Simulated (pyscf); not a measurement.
H₃C–Si(Cl)(Cl)–Cl + H• → CH₃• + Cl–SiH(Cl)–Cl, a substitution at Si (doublet surface; C–Si broken, H–Si formed). Optimised with ωB97X-D3(BJ)/def2-SVP in PySCF. Energies in kJ/mol from the separated reactants.

AM1 to PM7: differences of heats of formation from MOPAC, which are fitted to 298 K values and so differ in kind from electronic energies by zero-point and thermal terms. Open shells are spin-unrestricted. 

**Question.** In single points PM7 puts the saddle at 76.5 kJ/mol and the reaction energy at -16.9 kJ/mol. Should these be trusted to within a few kcal/mol? Compare with ωB97M-D3(BJ)/def2-TZVP.

**Answer.** ωB97M-D3(BJ)/def2-TZVP gives ΔE‡ = 140.0 kJ/mol and ΔE = +9.1 kJ/mol. PM7 lies 63.5 kJ/mol under it in the barrier and 26.0 kJ/mol under it in the reaction energy, so on this step it does not hold to within 12.6 kJ/mol. ωB97M-D3(BJ)/def2-TZVP has limits of its own. The same reactants have a lower exit, to •H₂C–Si(Cl)(Cl)–Cl + H₂ (barrier +53.1 kJ/mol at ωB97M-D3(BJ)/def2-TZVP, against +140.0 kJ/mol here). One saddle was located; it need not be the lowest between these sides. The angle at the attacked Si is 180°.
